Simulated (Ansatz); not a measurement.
Working through the interaction energy of a dimer with the counterpoise correction of P2

Computed with Ansatz 0.2.0 through its Python package.

Run as a notebook:

```python
import ansatz as az
```

```python
FIRST = [
    ("P", (0.0, 0.0, -1.065)),
    ("P", (0.0, 0.0, 1.065)),
]
SECOND = [
    ("P", (-4.0703, 0.9435, -4.3927)),
    ("P", (-2.6183, 0.7423, -2.8474)),
]
```

```python
def energy(atoms, ghosts=()):
    molecule = az.Crystal.molecule()
    for symbol, xyz in atoms:
        molecule = molecule.atom(symbol, xyz)
    calc = (
        molecule.calculation()
        .basis(gaussian="def2-SVP")
        .functional("HF")
    )
    deck = calc.input()
    if ghosts:
        deck = deck.set(az.key.basis.gaussian.ghost_atoms, [{"symbol": s, "position_ang": list(xyz)} for s, xyz in ghosts])
    return az.Session.from_dict(deck).plan().execute().report["free_energy_ev"]
```

```python
# monomers in their own basis and in the basis of the dimer
both = energy(FIRST + SECOND)
alone = energy(FIRST) + energy(SECOND)
ghosted = energy(FIRST, SECOND) + energy(SECOND, FIRST)
print(f"dimer {both:.6f} eV")
print(f"interaction, uncorrected   {23.060548 * (both - alone):8.3f} kcal/mol")
print(f"interaction, counterpoise  {23.060548 * (both - ghosted):8.3f} kcal/mol")
print(f"basis-set superposition    {23.060548 * (alone - ghosted):8.3f} kcal/mol")
```

    dimer -37072.643896 eV
    interaction, uncorrected      4.008 kcal/mol
    interaction, counterpoise     4.467 kcal/mol
    basis-set superposition       0.458 kcal/mol

Uncorrected it is 4.008 kcal/mol, with the counterpoise correction 4.467 kcal/mol; the difference, 0.459 kcal/mol, is the superposition error. In this basis both values are repulsive.

Caveats:
- Total energies depend on the basis set; only differences at equal settings carry meaning.
- The dimer is a generated trial pose of unrelaxed monomers, not a minimum, so the figure is no binding energy, and the basis set is small.
- Hartree-Fock leaves correlation out, so bond, atomisation and ionisation energies come out well too low.
- This level lacks the dispersion part of the attraction (electrostatics and induction are there), which can decide the sign where the interaction is weak.
- The spin state was assumed, and another may lie lower.
- The whole script took 3.8 s on 1 thread of Arm Neoverse V1, on a shared host, peak memory 0.18 GiB.
